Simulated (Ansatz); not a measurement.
**AlCl₂+ (triplet): from Hartree-Fock to the top rungs, def2-QZVPP**

The task here is to estimate one member of a computed series from the others.

Computed with Ansatz 0.2.0, Gaussian basis. Level: def2-QZVPP, core rule «outside noble gas», up to 15 orbitals frozen.

The runs, in order: UHF; ROHF; CCSD(T) on UHF.

5 further runs of the same task are left out: 1 that didn't finish, 4 set aside as unsound or not needed.

## The geometry

The geometry is a PBE0/def2-TZVP stationary point (not a proven minimum) of the parent state, kept for this charge and spin.

3 atoms, charge 1, spin multiplicity 3.

Atoms are counted from 1 here; the program's logs count them from 0.

Bond lengths: Al1–Cl2 2.103 Å, Al1–Cl3 2.103 Å. Angles: Cl2–Al1–Cl3 119.0°.

Set-up of the first run:

File in.yaml:

```yaml
crystal:
  periodic: [false, false, false]
  atoms:
    - {symbol: Al, position_ang: [0.000000, -0.773386, 0.000000]}
    - {symbol: Cl, position_ang: [0.000000, 0.294293, -1.811338]}
    - {symbol: Cl, position_ang: [0.000000, 0.294293, 1.811338]}
basis:
  gaussian: {orbitals: "def2-QZVPP.json"}
total_charge: 1
magnetization: {spin_polarized: true, initial_magnetization: 2}
hamiltonian: {xc: hf}
output: {orbitals: {seedname: orbitals}}
```

On the command line:

```
> ansatz run in.yaml --threads 1 --pin off --events-out ev --progress --plain --max-ram 2393MiB
```

Steps of the session up to this table: UHF; ROHF; CCSD(T) on UHF.

One table of the session follows, with a row left open; its other results are not shown here.

| method | from UCCSD(T) (meV) |
| --- | --- |
| ROHF | ? |
| UHF | +13190.6 |
| UMP2 | +1729.3 |
| UCCSD | +624.2 |
| UCCSD(T) | 0 |

Q: Estimate the row for ROHF from the others.

**Answer.** from UCCSD(T) (meV): +13375.4. In the column «from UCCSD(T) (meV)» it is the highest.
